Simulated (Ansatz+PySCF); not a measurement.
The numbers below are computed, except where a source is named.
**Several solutions for doublet C₂H₃**

```xyz
5

C     0.0000   -0.0561   -0.6352
C     0.0000   -0.0490    0.7808
H     0.0000    0.7423    1.6530
H     0.0000   -1.0638   -1.2592
H     0.0000    0.9521   -1.2676
```

Basis set: def2-SVP (spherical functions). Charge 0, multiplicity 2.

UHF was run from several starts with Ansatz (development build ahead of 0.2.0) and PySCF 2.14.0.

```tsv
run	program	start	converged	energy (hartree)	<S²>
A	PySCF	program defaults	no	–	–
B	PySCF	guess atom, instabilities followed	yes	-77.31089	1.20
C	Ansatz	atomic start, no search	yes	-77.31089	1.20
D	Ansatz	search for the lowest state	yes	-77.31089	1.20
E	PySCF	guess minao, instabilities followed	yes	-77.31089	1.20
F	Ansatz	stability test followed	yes	-77.31089	1.20
G	PySCF	guess huckel, instabilities followed	yes	-77.31089	1.20
H	PySCF	guess 1e, instabilities followed	yes	-77.31089	1.20
```

Q: Which runs reached the lowest solution of this kind, and what is wrong with the others?

A: B, C, D, E, F, G, H reached the lowest solution found. Not converged: A. Caution: the unrestricted determinant is spin contaminated.
